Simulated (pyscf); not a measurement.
`[O]=[W](=[O])([OH])[OH]` + `[H][H]` → `[O]=[WH]([OH])([OH])[OH]` (addition across a multiple bond or ene-type step; singlet surface; H–H broken, H–O, H–W formed). Structures and frequencies: ωB97X-D3(BJ)/def2-SVP in PySCF. Energies in kcal/mol from the separated reactants.

| level | barrier | reaction energy |
|---|---|---|
| ωB97X-D3(BJ)/def2-TZVP | 35.4 | +4.4 |
| PBE/def2-TZVP | … | +7.4 |
| B3LYP-D3(BJ)/def2-TZVP | … | … |
| PBE0-D3(BJ)/def2-TZVP | 32.3 | +3.5 |
| M06-2X/def2-TZVP | 37.5 | +5.2 |
| ωB97M-D3(BJ)/def2-TZVP | 35.9 | +4.4 |

### Question
Some entries are withheld; supply them.

### Answer

- PBE/def2-TZVP, barrier: 32.2
- B3LYP-D3(BJ)/def2-TZVP, barrier: 36.3
- B3LYP-D3(BJ)/def2-TZVP, reaction energy: +6.1

The functionals in the table span 5.3 kcal/mol in this barrier, from PBE to M06-2X. At the saddle there is also a short H–W contact that neither side keeps. One saddle was located; it need not be the lowest between these sides. Elements past Kr carry the def2 core potentials, without spin-orbit coupling.
